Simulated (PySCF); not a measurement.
# Basis and Hamiltonian dependence of the electron affinity of Al

Al⁻ [Ne] 3s2 3p2 (3P) → Al [Ne] 3s2 3p1 (2P). All values are computed (PySCF 2.14, energy differences of UHF-based or UKS calculations, no spin-orbit coupling). Values in eV.

| basis | Hamiltonian | functions | UHF | PBE | PBE0 | MP2 (valence) | CCSD(T) (valence) | CCSD(T) (valence and next inner shell) |
| --- | --- | --- | --- | --- | --- | --- | --- | --- |
| aug-cc-pVDZ-DK | spin-free X2C | 27 | 0.016 | 0.578 | 0.533 | 0.308 | 0.360 | n/a |
| ANO-RCC-VTZP | spin-free X2C | 34 | -0.395 | 0.104 | 0.130 | -0.087 | -0.037 | -0.048 |
| aug-cc-pwCVDZ | non-relativistic | 36 | 0.020 | 0.584 | 0.539 | 0.314 | 0.365 | 0.350 |
| def2-TZVPPD | non-relativistic | 48 | -0.278 | 0.190 | 0.213 | 0.048 | 0.114 | 0.093 |
| dyall-av2z | non-relativistic | 50 | 0.020 | 0.588 | 0.541 | 0.315 | 0.367 | n/a |
| aug-cc-pVTZ-DK | spin-free X2C | 50 | 0.012 | 0.579 | 0.531 | 0.359 | 0.419 | n/a |
| aug-cc-pV(T+d)Z | non-relativistic | 55 | 0.016 | 0.584 | 0.536 | 0.364 | 0.425 | n/a |
| aug-cc-pV(T+d)Z with one added diffuse shell each of s, p, d, f type | non-relativistic | 71 | 0.017 | 0.629 | 0.550 | 0.366 | 0.427 | n/a |
| aug-cc-pCVTZ-DK | spin-free X2C | 75 | 0.011 | 0.575 | 0.527 | 0.358 | 0.419 | 0.405 |
| aug-cc-pwCVTZ | non-relativistic | 75 | 0.016 | 0.579 | 0.532 | 0.364 | 0.424 | 0.408 |
| aug-cc-pV(Q+d)Z | non-relativistic | 89 | 0.014 | 0.586 | 0.533 | 0.379 | 0.436 | n/a |
| aug-cc-pCVTZ-DK with one added diffuse shell each of s, p, d, f type | spin-free X2C | 91 | 0.012 | 0.621 | 0.541 | 0.360 | 0.421 | 0.407 |
| aug-cc-pCVQZ-DK | spin-free X2C | 134 | 0.009 | 0.583 | 0.529 | 0.373 | n/a | n/a |

**Question.** Estimate the row for aug-cc-pV(5+d)Z (non-relativistic, 136 functions).

**Answer.** From the rows with the same Hamiltonian and similar size; the calculation gives UHF 0.01; PBE 0.59; PBE0 0.54; MP2 (valence) 0.39 (eV).

Extrapolation of CCSD(T) (valence) from aug-cc-pV(T+d)Z and aug-cc-pV(Q+d)Z: the correlation parts are 0.409 and 0.422 eV; with the X⁻³ form and unrounded values, (4³ × 0.422 − 3³ × 0.409)/(4³ − 3³) = 0.431 eV, and adding the Hartree-Fock value 0.014 eV of the larger basis gives 0.446 eV.

Extrapolation of MP2 (valence) from aug-cc-pCVTZ-DK and aug-cc-pCVQZ-DK: the correlation parts are 0.347 and 0.364 eV; with the X⁻³ form and unrounded values, (4³ × 0.364 − 3³ × 0.347)/(4³ − 3³) = 0.377 eV, and adding the Hartree-Fock value 0.009 eV of the larger basis gives 0.386 eV.

Frozen in the all-electron rows: valence: [Ne]; valence and next inner shell: 1s2.

At UHF, ANO-RCC-VTZP lies more than 0.3 eV from the median of the rows with comparable relativity. Of these, ANO-RCC-VTZP has no diffuse functions of the l that the added or promoted electron needs.

In most of these bases the highest occupied level of the anion is positive at PBE, PBE0, so the basis helps to hold the electron.

Between the lowest levels the reference is 0.433 eV (measured; photodetachment measurements, as compiled on the Wikipedia data page of electron affinities); it includes spin-orbit coupling, which these numbers lack.
